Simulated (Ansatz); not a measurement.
Program: Ansatz. Geometries: PBE0-D4/def2-TZVP. ΔE: electronic, gas phase. CCSD(T)/CBS adds triple-zeta CCSD(T) − MP2 to the extrapolated MP2 energy (def2 sets, frozen cores). Functionals use def2-TZVPP. One conformer a species, not always the lowest.

Reaction (substitution at a C–S bond): `CCSSC` + `CC(N)F` → `CNC(C)F` + `CCSS`

`CCSSC`:

Cartesian coordinates in Å:
```
C -0.840 -0.270 -1.888
C -0.935 -0.830 -0.487
S 0.653 -1.380 0.201
S 1.735 0.329 0.350
C 1.252 0.982 1.963
H -0.180 0.600 -1.909
H -0.443 -1.015 -2.581
H -1.826 0.043 -2.243
H -1.548 -1.737 -0.458
H -1.385 -0.115 0.205
H 1.853 1.880 2.122
H 1.467 0.258 2.747
H 0.197 1.255 1.979
```

`CC(N)F`:

Z-matrix (Å, degrees):
```
C
C 1 1.506
H 1 1.093 2 110.0
H 1 1.090 2 110.1 3 -119.9
H 1 1.090 2 110.3 3 119.5
N 2 1.409 1 112.2 3 57.8
F 2 1.415 1 107.3 3 -65.5
H 2 1.094 1 111.6 3 -179.6
H 6 1.011 2 112.2 1 -179.3
H 6 1.012 2 111.8 1 -56.1
```

`CNC(C)F`:

```xyz
13

C     0.048   -1.453   -1.226
N     0.289   -0.715   -0.003
C    -0.320    0.545    0.088
C    -0.036    1.228    1.399
F     0.116    1.420   -0.942
H     0.434   -0.958   -2.125
H    -1.028   -1.595   -1.353
H     0.504   -2.442   -1.148
H     1.274   -0.661    0.221
H    -1.395    0.432   -0.088
H    -0.446    0.643    2.224
H     1.042    1.333    1.542
H    -0.481    2.223    1.410
```

`CCSS`:

```xyz
10

C    -0.614   -0.380    0.850
C     0.181    0.822    0.396
S     0.233    1.050   -1.401
S     1.341   -0.533   -2.045
H    -0.629   -0.440    1.941
H    -1.644   -0.328    0.493
H    -0.166   -1.302    0.473
H    -0.269    1.756    0.750
H     1.208    0.792    0.766
H     0.358   -1.438   -2.223
```

```tsv
level	ΔE (kJ/mol)	difference from CCSD(T)/CBS
r2SCAN-D4	33.2	1.1
PBE0-D4	32.6	0.5
ωB97X-V	28.8	-3.3
ωB97M-V	30.4	-1.7
PBE	33.0	0.9
r2SCAN	32.9	0.8
PBE0	31.6	-0.5
HF/def2-TZVPP	24.3	-7.8
MP2/def2-TZVPP	34.2	2.1
SCS-MP2/def2-TZVPP	30.8	-1.3
CCSD/def2-TZVPP	27.0	-5.1
HF/def2-QZVPP	24.1	-8.0
MP2/def2-QZVPP	36.0	3.9
SCS-MP2/def2-QZVPP	32.7	0.6
HF/CBS(def2)	24.1	-8.0
MP2/CBS(def2)	37.5	5.4
CCSD(T)/CBS	32.1	0
```

Largest T1 diagnostic among the species: 0.011.

In def2-TZVPP, CCSD(T) changes the Hartree–Fock value by +4.6 kJ/mol (the triples alone add +1.8 kJ/mol) and MP2 by +9.9 kJ/mol.
